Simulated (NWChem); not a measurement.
# Basis-set dependence for hydrogen cyanide (CHN)

```xyz
3

C      0.0000     0.0000    -0.5060
N      0.0000     0.0000     0.6613
H      0.0000     0.0000    -1.5931
```
Charge 0, spin multiplicity 1.

The numbers come from NWChem runs, not from measurements. All single points use one geometry, from PBE/def2-SVP, a minimum by its harmonic frequencies.

Hartree-Fock energies in Ha, correlation energies in mHa.

The correlated methods keep 2 core orbitals frozen. The Pople sets run with spherical d functions. No row is a measurement; the coupled-cluster row has its own basis-set and correlation limits.

| basis | functions | RHF | MP2 | SCS-MP2 | CCSD | CCSD+T(CCSD) | CCSD(T) | CR-CCSD[T] | CR-CCSD(T) |
|---|---|---|---|---|---|---|---|---|---|
| def2-SVP | 33 | -92.79771 | -288.7 | -282.8 | -296.4 | -309.5 | -308.7 | -307.0 | -306.3 |
| 6-311G** | 42 | -92.89512 | -304.8 | -298.3 | -310.5 | -326.0 | -325.1 | -323.0 | -322.3 |
| def2-TZVP | 68 | -92.90822 | -344.9 | -340.1 | -348.8 | -367.8 | -366.9 | -364.1 | -363.4 |
| def2-QZVP | 144 | -92.91224 | -369.5 | -366.8 | not run | not run | not run | not run | not run |

From def2-TZVP to def2-QZVP the Hartree-Fock energy moves by -4.0 mHa and the MP2 correlation energy by -24.6 mHa, which is 7 % of its value in the larger set.
